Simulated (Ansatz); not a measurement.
**[BH2···H···NH], triplet in cc-pVDZ: errors against UCCSDT(Q)**

Geometry: a point of a hydrogen-transfer path between rigid fragments, not a stationary point.

```xyz
6

B    -1.3229    0.0351    0.0000
H    -1.9196    1.0687    0.0000
H    -1.9196   -0.9985    0.0000
H     0.1061    0.0351    0.0000
N     1.1851    0.0351    0.0000
H     1.4542   -0.9691    0.0000
```

Basis cc-pVDZ; Ansatz 0.2.0. Correlated methods freeze the noble-gas cores, which leaves 12 electrons in 46 orbitals. R marks a restricted (for open shells ROHF) determinant, U an unrestricted one. Active spaces: pair = (4e, 4o) about the gap.

Full CI isn't at hand for all of this; UCCSDT(Q) serves as the reference, and is uncertain by about the last step of the cluster series. The frozen core follows each run's orbitals, which can shift R against U totals by a few meV.

For open shells CISD is restricted-active-space CI with the open shells as a complete middle space.

The UHF ⟨S²⟩ is 2.028. The T1 diagnostic (RCCSD) is 0.0217. The largest doubles amplitude (RCCSD) is 0.036 and the T1 diagnostic (UCCSD) is 0.0146.

```tsv
level	E − E(RHF) (eV)
UHF	-0.3184
RMP2	-6.4073
UMP2	-6.3542
RCCSD	-7.4431
UCCSD	-7.4499
RCCSD(T)	-7.5954
UCCSD(T)	-7.5951
```

(1) Estimate how far UCCSDT(Q) in cc-pVDZ lies from RCCSD(T). The table doesn't fix it; the size of (T) and the diagnostics are the guide.

(1) UCCSDT(Q) in cc-pVDZ lies 1.26 mEh below RCCSD(T), which is 23 % of the (T) step (-5.60 mEh). The diagnostics are small and one determinant leads, so the series closes fast and only a small part of (T) is left.

The other levels:

```csv
level,E − E(UCCSDT(Q)) (mEh),share of correlation (%),wall time
CISD,26.69,90.48,4.3 s
BCCD(T),1.29,99.54,3.1 s
RCCSDT,0.39,99.86,–
UCCSDT,0.35,99.88,–
RCCSDT(Q),0.04,99.99,41 s
```

The correlation energy at UCCSDT(Q), counted from RHF, is -7.630 eV. That run took 35 s on 1 thread of Intel Xeon 6975P-C, shared host.

Run but not shown, since their state or frozen core can't be matched to the reference's or they repeat it: CASSCF (pair space), NEVPT2 (pair space), MRCISD (pair space), MRCISD+Q (pair space).

Times hold each run's SCF and search for its determinant on a shared host, so for small cases they say little of a method's own cost; they ran on 1 thread of Intel Xeon 6975P-C.
